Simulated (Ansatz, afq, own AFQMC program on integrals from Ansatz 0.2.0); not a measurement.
**CH₂Al (doublet): quantum Monte Carlo beside coupled cluster at distance Al1–C2 = 1.971 Å, cc-pVDZ**

How near does AFQMC come to the top of the ladder for CH₂Al (doublet)?

Computed with Ansatz 0.2.0, Gaussian basis, and an in-house AFQMC program (afq) on its integrals; all values are calculated. Level: cc-pVDZ, frozen cores.

The runs, in order: PBE (unrestricted); r2SCAN (unrestricted); PBE0 (unrestricted); B3LYP (unrestricted); wB97M-V (unrestricted); B2PLYP (unrestricted); CCSD(T) on UHF; CCSDT(Q) on UHF; Phaseless AFQMC, CISD trial on UHF; Free-projection AFQMC, CISD trial on UHF.

5 further runs of the same task are left out: 2 for a known fault of the program, 3 that didn't finish.

## 1. The geometry

The geometry derives from a PBE0/def2-TZVP stationary point (not a proven minimum). One bond is set to the value named and the two fragments are kept rigid.

4 atoms, charge 0, spin multiplicity 2.

Atoms are counted from 1 here; the program's logs count them from 0.

Bond lengths: Al1–C2 1.971 Å, C2–H3 1.094 Å, C2–H4 1.094 Å. Angles: Al1–C2–H3 125.0°, Al1–C2–H4 125.0°, H3–C2–H4 109.9°.

As a file:

```xyz
4

Al    0.00000    0.00000    0.70496
C     0.00000    0.00000   -1.26575
H     0.00000   -0.89613   -1.89410
H     0.00000    0.89613   -1.89410
```

## 2. PBE (unrestricted)

Input file in.yaml:

```yaml
crystal:
  periodic: [false, false, false]
  atoms:
    - {symbol: Al, position_ang: [0.000000, 0.000000, 0.704959]}
    - {symbol: C, position_ang: [0.000000, 0.000000, -1.265754]}
    - {symbol: H, position_ang: [0.000000, -0.896128, -1.894102]}
    - {symbol: H, position_ang: [0.000000, 0.896128, -1.894102]}
basis:
  gaussian: {orbitals: cc-pVDZ}
magnetization: {spin_polarized: true, initial_magnetization: 1}
hamiltonian: {xc: {name: PBE}}
output: {orbitals: {seedname: orbitals}}
```

Launch:

```bash
$ ansatz run in.yaml --threads 1 --pin off --events-out ev --progress --plain --max-ram 1382MiB
```

The program printed:

```text
Functional definition: PBE
  name "PBE"
  cite "Perdew, Burke & Ernzerhof, Phys. Rev. Lett. 77, 3865 (1996) doi:10.1103/PhysRevLett.77.3865"
  parent pbe
  parameter kappa = 0.804
  parameter beta = 0.06672455060314922
  exchange = pbe_x(kappa = kappa, mu = beta*pi^2/3)
  correlation = pbe_c(beta = beta)
549 factors; their error is unknown
mean field evaluation 1: about -7641.4281 eV, gradient 5.0e1 eV
mean field evaluation 2: about -7507.8040 eV, gradient 9.5e1 eV
mean field evaluation 4: about -7652.1416 eV, gradient 2.3e1 eV
mean field evaluation 8: about -7658.5153 eV, gradient 6.2e-2 eV
mean field evaluation 16: about -7658.4906 eV, gradient 7.9e-5 eV
mean field evaluation 32: about -7656.6796 eV, gradient 9.4e0 eV
mean field -7658.49060314 eV, -281.4443385542 hartree, gradient 8.7e-6 eV, S^2 0.753584; 5 other end points of the search recorded, 0 dependent functions left out
reference -7658.49063233 eV, -281.4443396267 hartree; 11, 10 occupied and 31, 32 virtual orbitals, 549 factors
Total energy: -7658.49063233 eV, -281.4443396267 hartree
```

Wall time 2.7 s (1 thread of Intel Xeon Platinum 8259CL at 2.50GHz (Skylake/Cascade Lake), shared host).

From the report: ⟨S²⟩ of the determinant 0.754 (pure doublet: 0.75).

## 3. r2SCAN (unrestricted)

in.yaml: that of step 2 with these lines changed.

```diff
@@ -10,3 +10,2 @@
 magnetization: {spin_polarized: true, initial_magnetization: 1}
-hamiltonian: {xc: {name: PBE}}
-output: {orbitals: {seedname: orbitals}}
+hamiltonian: {xc: {name: r2SCAN}}
```

The command is unchanged.

The program printed:

```text
Functional definition: r2SCAN
  name "r2SCAN"
  cite "Furness, Kaplan, Ning, Perdew & Sun, J. Phys. Chem. Lett. 11, 8208 (2020) doi:10.1021/acs.jpclett.0c02405"
  cite "Furness, Kaplan, Ning, Perdew & Sun, J. Phys. Chem. Lett. 11, 9248 (2020) doi:10.1021/acs.jpclett.0c03077"
  parent r2scan
  parameter k0 = 0.174
  parameter k1 = 0.065
  parameter a1 = 4.9479
  exchange = r2scan_x(k0 = k0, k1 = k1, a1 = a1)
  correlation = r2scan_c
549 factors; their error is unknown
mean field evaluation 1: about -7647.6517 eV, gradient 4.6e1 eV
mean field evaluation 2: about -7527.7929 eV, gradient 9.2e1 eV
mean field evaluation 4: about -7657.1656 eV, gradient 2.1e1 eV
mean field evaluation 8: about -7662.3597 eV, gradient 5.4e-2 eV
mean field evaluation 16: about -7662.3350 eV, gradient 1.1e-4 eV
mean field evaluation 32: about -7661.3534 eV, gradient 1.8e0 eV
mean field -7662.33501614 eV, -281.5856181259 hartree, gradient 2.2e-5 eV, S^2 0.756222; 5 other end points of the search recorded, 0 dependent functions left out
reference -7662.33502723 eV, -281.5856185333 hartree; 11, 10 occupied and 31, 32 virtual orbitals, 549 factors
Total energy: -7662.33502723 eV, -281.5856185333 hartree
```

Wall time 6 s (1 thread of Intel Xeon Platinum 8259CL at 2.50GHz (Skylake/Cascade Lake), shared host).

From the report: ⟨S²⟩ of the determinant 0.756 (pure doublet: 0.75).

## 4. PBE0 (unrestricted)

in.yaml: that of step 3 with these lines changed.

```diff
@@ -10,2 +10,3 @@
 magnetization: {spin_polarized: true, initial_magnetization: 1}
-hamiltonian: {xc: {name: r2SCAN}}
+hamiltonian: {xc: {name: PBE0}}
+output: {orbitals: {seedname: orbitals}}
```

Launched as before.

The program printed, cut to the lines that bear on the results:

```text
Functional definition: PBE0
  name "PBE0"
  cite "Adamo & Barone, J. Chem. Phys. 110, 6158 (1999) doi:10.1063/1.478522"
  cite "Perdew, Burke & Ernzerhof, Phys. Rev. Lett. 77, 3865 (1996) doi:10.1103/PhysRevLett.77.3865"
  parent pbe
[...]
401 factors; integrals over basis functions are off by at most 1.2e-3 eV
[...]
mean field -7659.36521822 eV, -281.4764800656 hartree, gradient 1.2e-5 eV, S^2 0.754244; 4 other end points of the search recorded, 0 dependent functions left out
reference -7659.36524023 eV, -281.4764808743 hartree; 11, 10 occupied and 31, 32 virtual orbitals, 401 factors
Total energy: -7659.36524023 eV, -281.4764808743 hartree
```

It took 5 s on 1 thread of Intel Xeon Platinum 8259CL at 2.50GHz (Skylake/Cascade Lake), shared host.

From the report: ⟨S²⟩ of the determinant 0.754 (pure doublet: 0.75).

## 5. B3LYP (unrestricted)

in.yaml: that of step 4 with these lines changed.

```diff
@@ -10,3 +10,2 @@
 magnetization: {spin_polarized: true, initial_magnetization: 1}
-hamiltonian: {xc: {name: PBE0}}
-output: {orbitals: {seedname: orbitals}}
+hamiltonian: {xc: {name: B3LYP}}
```

Same command.

The program printed, cut to the lines that bear on the results:

```text
Functional definition: B3LYP
  name "B3LYP"
  cite "Stephens, Devlin, Chabalowski & Frisch, J. Phys. Chem. 98, 11623 (1994) doi:10.1021/j100096a001"
  cite "Becke, Phys. Rev. A 38, 3098 (1988) doi:10.1103/PhysRevA.38.3098"
  cite "Lee, Yang & Parr, Phys. Rev. B 37, 785 (1988) doi:10.1103/PhysRevB.37.785"
  cite "Vosko, Wilk & Nusair, Can. J. Phys. 58, 1200 (1980) doi:10.1139/p80-159"
[...]
401 factors; integrals over basis functions are off by at most 1.2e-3 eV
[...]
mean field -7664.51194744 eV, -281.6656188756 hartree, gradient 2.5e-5 eV, S^2 0.753237; 4 other end points of the search recorded, 0 dependent functions left out
reference -7664.51213130 eV, -281.6656256322 hartree; 11, 10 occupied and 31, 32 virtual orbitals, 401 factors
Total energy: -7664.51213130 eV, -281.6656256322 hartree
```

It took 2.9 s on 1 thread of Intel Xeon Platinum 8259CL at 2.50GHz (Skylake/Cascade Lake), shared host.

From the report: ⟨S²⟩ of the determinant 0.753 (pure doublet: 0.75).

## 6. wB97M-V (unrestricted)

in.yaml: that of step 5 with these lines changed.

```diff
@@ -10,2 +10,3 @@
 magnetization: {spin_polarized: true, initial_magnetization: 1}
-hamiltonian: {xc: {name: B3LYP}}
+hamiltonian: {xc: {name: wB97M-V}}
+output: {orbitals: {seedname: orbitals}}
```

Launched as before.

The program printed, cut to the lines that bear on the results:

```text
Functional definition: wB97M-V
  name "wB97M-V"
  cite "Mardirossian & Head-Gordon, J. Chem. Phys. 144, 214110 (2016) doi:10.1063/1.4952647"
  cite "Becke, J. Chem. Phys. 107, 8554 (1997) doi:10.1063/1.475007"
  cite "Vydrov & Van Voorhis, J. Chem. Phys. 133, 244103 (2010) doi:10.1063/1.3521275"
  # Of w^i u^j: cxij and so on, Table III.
[...]
  gx(w, u) = 1 - cx + cx01*u + cx10*w
  gss(w, u) = css00 + css04*u^4 + css10*w + css20*w^2 + css43*w^4*u^3
  gos(w, u) = cos00 + cos10*w + (cos20 + cos21*u)*w^2 + (cos60 + cos61*u)*w^6
[...]
      + integral(e_c_pw_mod_opposite_spin*gos(b97_w_opposite, b97_u_opposite)) + vv10(b, c)
401 factors; integrals over basis functions are off by at most 1.2e-3 eV
145 factors; integrals over basis functions are off by at most 9.6e-6 eV
[...]
mean field -7662.83656356 eV, -281.6040496536 hartree, gradient 8.1e-6 eV, S^2 0.752635; 2 other end points of the search recorded, 0 dependent functions left out
reference -7662.83659648 eV, -281.6040508633 hartree; 11, 10 occupied and 31, 32 virtual orbitals, 401 factors
Total energy: -7662.83659648 eV, -281.6040508633 hartree
```

Run time: 10 s. Hardware: 1 thread of Intel Xeon Platinum 8259CL at 2.50GHz (Skylake/Cascade Lake), shared host.

From the report: ⟨S²⟩ of the determinant 0.753 (pure doublet: 0.75).

## 7. B2PLYP (unrestricted)

in.yaml: that of step 6 with these lines changed.

```diff
@@ -10,3 +10,3 @@
 magnetization: {spin_polarized: true, initial_magnetization: 1}
-hamiltonian: {xc: {name: wB97M-V}}
-output: {orbitals: {seedname: orbitals}}
+hamiltonian: {xc: {name: B2PLYP}}
+correlation: {electrons: outside_noble_gas}
```

Same command.

The program printed, cut to the lines that bear on the results:

```text
Functional definition: B2PLYP
  name "B2PLYP"
  cite "Grimme, J. Chem. Phys. 124, 034108 (2006) doi:10.1063/1.2148954"
  cite "Becke, Phys. Rev. A 38, 3098 (1988) doi:10.1103/PhysRevA.38.3098"
  cite "Lee, Yang & Parr, Phys. Rev. B 37, 785 (1988) doi:10.1103/PhysRevB.37.785"
[...]
401 factors; integrals over basis functions are off by at most 1.2e-3 eV
[...]
mean field -7657.86895373 eV, -281.4214933595 hartree, gradient 1.6e-6 eV, S^2 0.755017; 8 other end points of the search recorded, 0 dependent functions left out
6 core orbitals not correlated: weight in the atoms' cores, before any rotation towards them, 1.000 or more for the frozen orbitals, at most 0.000 for the correlated occupied ones
reference -7657.86907110 eV, -281.4214976728 hartree; 5, 4 occupied and 31, 32 virtual orbitals, 401 factors
second order -5.52135158 eV of doubles, -0.00000000 eV of singles
Total energy: -7659.35983602 eV, -281.4762822733 hartree
```

Wall time 7 s (1 thread of Intel Xeon Platinum 8259CL at 2.50GHz (Skylake/Cascade Lake), shared host).

From the report: ⟨S²⟩ of the determinant 0.755 (pure doublet: 0.75).

## 8. CCSD(T) on UHF

in.yaml: that of step 7 with these lines changed.

```diff
@@ -10,3 +10,2 @@
 magnetization: {spin_polarized: true, initial_magnetization: 1}
-hamiltonian: {xc: {name: B2PLYP}}
-correlation: {electrons: outside_noble_gas}
+correlation: {method: ccsd_t, electrons: outside_noble_gas, hamiltonian_folder: ham}
```

The command is unchanged.

The program printed, cut to the lines that bear on the results:

```text
Functional definition: HF
  name "HF"
  cite "Fock, Z. Phys. 61, 126 (1930) doi:10.1007/BF01340294"
  parent pbe
[...]
401 factors; integrals over basis functions are off by at most 1.2e-3 eV
[...]
mean field -7643.19327405 eV, -280.8821720788 hartree, gradient 1.0e-6 eV, S^2 0.851152; 24 other end points of the search recorded, 0 dependent functions left out
determinant -7643.19327405 eV, -280.8821720788 hartree, with singles and doubles -7648.49891591 eV, -281.0771508210 hartree
determinant -7641.99779862 eV, -280.8382391671 hartree, with singles and doubles -7647.23468250 eV, -281.0306911000 hartree
determinant -7641.68610455 eV, -280.8267846215 hartree, with singles and doubles -7646.27851241 eV, -280.9955524972 hartree
determinant -7641.65645689 eV, -280.8256950901 hartree, with singles and doubles -7647.24160839 eV, -281.0309456217 hartree
[...]
determinant -7643.19327405 eV, -280.8821720788 hartree, with singles and doubles -7648.50119990 eV, -281.0772347559 hartree
determinant -7643.18913162 eV, -280.8820198475 hartree, with singles and doubles -7648.50229608 eV, -281.0772750398 hartree
determinant -7643.18911712 eV, -280.8820193144 hartree, with singles and doubles -7648.50231027 eV, -281.0772755613 hartree
determinant -7643.18911712 eV, -280.8820193144 hartree, with singles and doubles -7648.50237098 eV, -281.0772777923 hartree
[...]
6 core orbitals not correlated: weight in the atoms' cores, before any rotation towards them, 1.000 or more for the frozen orbitals, at most 0.000 for the correlated occupied ones
reference -7643.18911712 eV, -280.8820193144 hartree; 5, 4 occupied and 31, 32 virtual orbitals, 401 factors
second order -4.40339333 eV of doubles, -0.00000000 eV of singles
cycle   1  -5.31325107 eV  change    2.8e-6 eV  update   1.9e-6
perturbative correction -0.13248022 eV, -0.0048685581 hartree
Total energy: -7648.63484841 eV, -281.0821462481 hartree
```

Wall time 11 s (1 thread of Intel Xeon Platinum 8259CL at 2.50GHz (Skylake/Cascade Lake), shared host).

From the report: ⟨S²⟩ of the determinant 0.760 (pure doublet: 0.75); correlation -5.4457 eV; T1 0.014; largest double amplitude 0.11.

This run also writes the integrals to the folder ham.

## 9. CCSDT(Q) on UHF

in.yaml: that of step 8 with these lines changed.

```diff
@@ -10,2 +10,2 @@
 magnetization: {spin_polarized: true, initial_magnetization: 1}
-correlation: {method: ccsd_t, electrons: outside_noble_gas, hamiltonian_folder: ham}
+correlation: {method: ccsdt_q, electrons: outside_noble_gas}
```

The command is unchanged.

The program printed, cut to the lines that bear on the results:

```text
Functional definition: HF
  name "HF"
  cite "Fock, Z. Phys. 61, 126 (1930) doi:10.1007/BF01340294"
  parent pbe
[...]
783 factors; integrals over basis functions are off by at most 1.9e-7 eV
[...]
mean field -7643.19330806 eV, -280.8821733286 hartree, gradient 1.0e-6 eV, S^2 0.851162; 24 other end points of the search recorded, 0 dependent functions left out
determinant -7643.19330806 eV, -280.8821733286 hartree, with singles and doubles -7648.49895087 eV, -281.0771521059 hartree
determinant -7641.99784055 eV, -280.8382407080 hartree, with singles and doubles -7647.23471067 eV, -281.0306921354 hartree
determinant -7641.68614665 eV, -280.8267861684 hartree, with singles and doubles -7646.27853946 eV, -280.9955534915 hartree
determinant -7641.65649473 eV, -280.8256964806 hartree, with singles and doubles -7647.24163607 eV, -281.0309466389 hartree
[...]
determinant -7643.18916473 eV, -280.8820210641 hartree, with singles and doubles -7648.50233138 eV, -281.0772763373 hartree
determinant -7643.18915016 eV, -280.8820205286 hartree, with singles and doubles -7648.50234616 eV, -281.0772768802 hartree
determinant -7643.18915016 eV, -280.8820205286 hartree, with singles and doubles -7648.50240667 eV, -281.0772791042 hartree
[...]
6 core orbitals not correlated: weight in the atoms' cores, before any rotation towards them, 1.000 or more for the frozen orbitals, at most 0.000 for the correlated occupied ones
reference -7643.18915016 eV, -280.8820205286 hartree; 5, 4 occupied and 31, 32 virtual orbitals, 783 factors
second order -4.40341855 eV of doubles, -0.00000000 eV of singles
cycle   1  -5.02738990 eV  change   -6.2e-1 eV  update   7.9e-2
[...]
cycle  17  -5.46901514 eV  change    4.7e-7 eV  update   3.5e-7
perturbative correction -0.00844871 eV, -0.0003104844 hartree
Total energy: -7648.66661401 eV, -281.0833136123 hartree
```

Run time: 25 s. Hardware: 1 thread of Intel Xeon Platinum 8259CL at 2.50GHz (Skylake/Cascade Lake), shared host.

From the report: ⟨S²⟩ of the determinant 0.760 (pure doublet: 0.75); correlation -5.4775 eV; T1 0.015; largest double amplitude 0.11.

## 10. Phaseless AFQMC, CISD trial on UHF

It reads the integrals that the CCSD(T) run on this determinant wrote.

Launch:

```bash
$ afq ham --method phaseless --trial cisd --walkers 60 --populations 1 --least-time 40 --time-step 0.005 --steps-per-block 50 --equilibration-blocks 28 --max-blocks 300 --target-error 0.00036 --factor-cut 1e-05 --start spin_pure --seed 7899 --release-times 0.24,0.51,0.99,1.62,2.4 --release-step 0.03 --release-every 4 --taylor-order 6
```

The program printed:

```text
orbitals 36  electrons 5 4  factors 274 of 401
reference energy -280.88201931 Eh
CCSD correlation -0.19525817 Eh in 11 cycles, weight of the determinant in the CISD state 0.8781
energy of the start -281.077068 Eh
 block  time / (1/Eh)  mean weight  energy / Eh
     1     0.250  0.9986  -281.075495
     2     0.500  1.0012  -281.076123
     3     0.750  0.9989  -281.077533
     4     1.000  0.9993  -281.081134
     5     1.250  0.9991  -281.082867
     6     1.500  0.9960  -281.080417
     7     1.750  1.0015  -281.079936
     8     2.000  1.0011  -281.079910
     9     2.250  0.9996  -281.081489
    10     2.500  0.9996  -281.082293
    17     4.250  1.0004  -281.081002
    25     6.250  1.0000  -281.080493
    33     8.250  0.9992  -281.082947
    41    10.250  0.9996  -281.102914
    49    12.250  1.0012  -281.083605
    57    14.250  1.0005  -281.086177
    65    16.250  1.0006  -281.084038
    73    18.250  1.0023  -281.086079
    81    20.250  1.0006  -281.078664
    89    22.250  0.9985  -281.082340
    97    24.250  0.9998  -281.086177
   105    26.250  1.0021  -281.080622
   113    28.250  0.9996  -281.083167
   121    30.250  1.0012  -281.076655
   129    32.250  0.9980  -281.081675
   137    34.250  1.0002  -281.084790
   145    36.250  1.0009  -281.086323
   153    38.250  0.9994  -281.085514
   161    40.250  1.0011  -281.084029
   169    42.250  1.0000  -281.080366
   177    44.250  0.9989  -281.086330
   185    46.250  1.0013  -281.090734
   193    48.250  1.0005  -281.079128
   201    50.250  1.0005  -281.080911
   209    52.250  0.9995  -281.081115
   217    54.250  0.9993  -281.088478
   225    56.250  0.9994  -281.080838
   233    58.250  1.0019  -281.080286
   241    60.250  0.9998  -281.081683
   249    62.250  0.9988  -281.082839
   257    64.250  1.0010  -281.084607
   265    66.250  1.0013  -281.081345
   273    68.250  0.9990  -281.078438
   281    70.250  1.0004  -281.083514
   289    72.250  1.0006  -281.083076
   297    74.250  1.0004  -281.092716
   305    76.250  0.9999  -281.083054
   313    78.250  1.0005  -281.081006
   321    80.250  0.9997  -281.082999
blocks merged  error / Eh  count
     1  0.000239  300
     2  0.000293  150
     4  0.000343  75
     8  0.000378  37
    16  0.000403  18
    32  0.000404  9
released: time / (1/Eh)  energy / Eh  error  mean overlap
  0.24  -281.083144  0.000346  0.9972
  0.51  -281.083485  0.000338  0.9996
  0.99  -281.083936  0.000341  0.9850
  1.62  -281.083823  0.000512  0.9831
  2.40  -281.083532  0.000448  0.9972
energy -281.083328 +/- 0.000403 Eh
```

It took 7.5 min on 1 thread of Intel Xeon Platinum 8259CL at 2.50GHz (Skylake/Cascade Lake), shared host.

Energy -7648.6670 ± 0.0110 eV. Caveats: constraint bias not in the error.

## 11. Free-projection AFQMC, CISD trial on UHF

It reads the integrals that the CCSD(T) run on this determinant wrote.

Launch:

```bash
$ afq ham --method free --trial cisd --walkers 60 --time-step 0.03 --max-blocks 80 --target-error 0.00036 --factor-cut 1e-05 --seed 3138 --times 0,0.3,0.6,1.2,1.8,2.4,3.6,4.8,6 --taylor-order 8
```

The program printed:

```text
orbitals 36  electrons 5 4  factors 274 of 401
reference energy -280.88201931 Eh
CCSD correlation -0.19525817 Eh in 11 cycles, weight of the determinant in the CISD state 0.8781
repeat  energy at the last time / Eh  error
    10  -281.082677  0.002194
    20  -281.083178  0.001229
    30  -281.083502  0.001049
    40  -281.083748  0.000866
    50  -281.083296  0.000724
    60  -281.083525  0.000684
    70  -281.083532  0.000634
    80  -281.083792  0.000641
time / (1/Eh)  energy / Eh  error  mean overlap
  0.00  -281.077277  0.000145  1.1392
  0.30  -281.080482  0.000185  1.1381
  0.60  -281.081750  0.000181  1.1324
  1.20  -281.082922  0.000223  1.1316
  1.80  -281.083393  0.000261  1.1168
  2.40  -281.083370  0.000287  1.1198
  3.60  -281.083228  0.000381  1.1204
  4.80  -281.083065  0.000581  1.1617
  6.00  -281.083792  0.000641  1.1562
energy -281.083792 +/- 0.000641 Eh
```

It took 5.6 min on 1 thread of Intel Xeon Platinum 8259CL at 2.50GHz (Skylake/Cascade Lake), shared host.

Energy -7648.6796 ± 0.0174 eV. Caveats: remainder of the start not in the error; error above the target.

## 12. All levels side by side

On the UHF determinant, counted from CCSDT(Q) (a yardstick, not exact):

```
                                                   level  energy (eV)  from CCSDT(Q) (kJ/mol)  statistical error (kJ/mol)     time
                                                      HF   -7643.1891                  +528.5                                     
                                                     MP2   -7647.5925                  +103.6                                     
                                                    CCSD   -7648.5024                   +15.8                                     
                                                 CCSD(T)   -7648.6348                    +3.1                                     
                                                CCSDT(Q)   -7648.6666                     0.0                                     
     Phaseless AFQMC, CISD trial, step 0.005, 60 walkers   -7648.6670                     0.0                         1.1  7.5 min
Free-projection AFQMC, CISD trial, step 0.03, 60 walkers   -7648.6796                    -1.3                         1.7  5.6 min
```

The functionals' totals stand on their own zeros and serve differences with other points: PBE -7658.491 eV; r2SCAN -7662.335 eV; PBE0 -7659.365 eV; B3LYP -7664.512 eV; wB97M-V -7662.837 eV; B2PLYP -7659.360 eV.

## 13. What came out

| quantity | value |
| --- | --- |
| CCSD(T) on UHF from CCSDT(Q) | +3.1 kJ/mol |
| Phaseless AFQMC, CISD trial on UHF from CCSDT(Q) | 0.0 ± 1.1 kJ/mol |
| Free-projection AFQMC, CISD trial on UHF from CCSDT(Q) | -1.3 ± 1.7 kJ/mol |

In words: On UHF the phaseless walk with the CISD trial lies 0.0 kJ/mol from CCSDT(Q), within three error bars. Free projection has no constraint; at the last time it gives -1.3 ± 1.7 kJ/mol, and from a start that isn't spin pure other spins can mix in. Error bars are statistical and leave out the constraint, the time step and what remains of the start.
